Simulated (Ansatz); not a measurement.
# AsH⁺, quartet: the ladder up to UCCSDT(Q)

Geometry: a point of a stretch scan, not a stationary point.

| atom | x (Å) | y (Å) | z (Å) |
| --- | --- | --- | --- |
| As | 0.0000 | 0.0000 | 0.0000 |
| H | 0.0000 | 0.0000 | 2.9900 |

Basis cc-pVQZ; Ansatz 0.2.0. Only valence electrons are correlated (noble-gas cores and the filled d shells of p-block atoms frozen), which leaves 5 electrons in 84 orbitals. Prefix R: restricted or restricted open-shell reference; prefix U: unrestricted. Active spaces: valence = (5e, 5o) chosen from the atoms' valence shells. No spin–orbit coupling is included, and no scalar relativity.

Full CI isn't at hand for all of this; UCCSDT(Q) serves as the reference, and is uncertain by about the last step of the cluster series. The frozen core follows each run's orbitals, which can shift R against U totals by a few meV for light atoms and by up to 0.1 eV past Ca.

- UHF ⟨S²⟩: 3.759
- T1 diagnostic (RCCSD): 0.0194
- largest doubles amplitude (RCCSD): 0.088
- T1 diagnostic (UCCSD): 0.0143

```json
{"level": "UHF", "E − E(UCCSDT(Q)) (mEh)": "76.80", "share of correlation (%)": "5.07", "wall time": "–"}
{"level": "UMP2", "E − E(UCCSDT(Q)) (mEh)": "17.19", "share of correlation (%)": "78.75", "wall time": "–"}
{"level": "UCCSD", "E − E(UCCSDT(Q)) (mEh)": "2.59", "share of correlation (%)": "96.80", "wall time": "–"}
{"level": "UCCSD(T)", "E − E(UCCSDT(Q)) (mEh)": "0.51", "share of correlation (%)": "99.38", "wall time": "26 s"}
{"level": "UCCSDT", "E − E(UCCSDT(Q)) (mEh)": "0.04", "share of correlation (%)": "99.95", "wall time": "–"}
```

The correlation energy at UCCSDT(Q), counted from RHF, is -2.201 eV. That run took 4.1 s on 2 threads of AMD EPYC 7R13 with a shared H100 80 GB, shared host.

Run but not shown, since their state or frozen core can't be matched to the reference's or they repeat it: RHF, RMP2, RCCSD, RCCSD(T), BCCD(T), RCCSDT, RCCSDT(Q), CASSCF (valence space), NEVPT2 (valence space), MRCISD (valence space), MRCISD+Q (valence space).

Times hold each run's SCF and search for its determinant on a shared host, so for small cases they say little of a method's own cost; they ran on 1 thread of AMD EPYC 7R13.

Natural occupations of CASSCF (valence space) about the gap: 1.972 1.000 1.000 1.000 0.028; effectively unpaired electrons, Σ n²(2−n)², 3.01.
